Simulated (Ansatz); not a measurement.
Reaction (isomerisation): `C1=CC=CCC=C1` → `C1=CC2(C=C1)CC2`

Computed with Ansatz on PBE0-D4/def2-TZVP structures; ΔE is electronic, products minus reactants. CCSD(T)/CBS is the MP2 limit (def2-TZVPP, def2-QZVPP) plus CCSD(T) − MP2 in def2-TZVPP, frozen cores.

```
          species  CCSD(T)/CBS(def2) energy (Eh)
   `C1=CC=CCC=C1`                     -271.13807
`C1=CC2(C=C1)CC2`                     -271.12093
```

Q: Work out ΔE.

A: ΔE = (-271.12093) − (-271.13807) = 0.01714 Eh = +10.8 kcal/mol.

Q: What do rigid-rotor, harmonic-oscillator terms from PBE0-D4/def2-TZVP frequencies (298.15 K, 1 bar) make of the CCSD(T)/CBS value? (Estimate.)

A: Computed: ΔZPE = -0.6 kcal/mol, ΔH = +10.2 kcal/mol, ΔS = -3 J/(mol·K), ΔG = +10.5 kcal/mol.

Largest T1 diagnostic among the species: 0.011.

The D4 term adds +1.1 kcal/mol with B3LYP and +0.5 kcal/mol with PBE0; it sums over pairs of atoms, weighted by their polarisabilities, and B3LYP, whose exchange is more repulsive, gets the larger term. At CCSD(T), def2-SVP lies −0.8 kcal/mol from the extrapolated value and def2-TZVPP −0.3 kcal/mol. From BLYP to BHLYP (50 % exact exchange), in def2-TZVPP and without D4, ΔE moves by −3.1 kcal/mol.

B3LYP here is the variant with VWN-RPA as its local correlation; programs differ in this.
